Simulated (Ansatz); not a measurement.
Frontier orbitals of C3H2S3, SMILES `S=c1sccs1`.

| atom | x (Å) | y (Å) | z (Å) |
| --- | --- | --- | --- |
| S1 | -2.7178 | 0.9828 | -1.2589 |
| C2 | -1.3110 | 0.4741 | -0.6072 |
| S3 | -1.1549 | -0.1664 | 1.0005 |
| C4 | 0.5403 | -0.4672 | 0.9650 |
| C5 | 1.1786 | -0.1544 | -0.1688 |
| S6 | 0.2164 | 0.5058 | -1.4352 |
| H7 | 1.0099 | -0.8885 | 1.8437 |
| H8 | 2.2387 | -0.2862 | -0.3390 |

The species carries charge 0 and has multiplicity 1. All single points use the PBE0-D4/def2-TZVP geometry. Basis def2-TZVPP, the Gaussian-basis code of Ansatz.

Orbital energies of one run (eV). Highest occupied ones, from the top: -5.37, -5.43, -7.57, -8.00, -8.65, -9.50, -10.06, -10.43, -10.81, -12.73, -13.77, -14.82, -17.36, -19.70. Empty: -2.63, -1.75, -1.49, 0.01, 0.33, 0.75.

(1) Which functional gave them?
A. r2SCANh
B. LC-ωPBE
C. ωB97X-V
D. PBE

Answers

(1) D. HOMO energies: PBE -5.37, ωB97X-V -8.38, LC-ωPBE -8.69, r2SCANh -5.97 eV.

LC-ωPBE has ω = 0.4 bohr⁻¹.
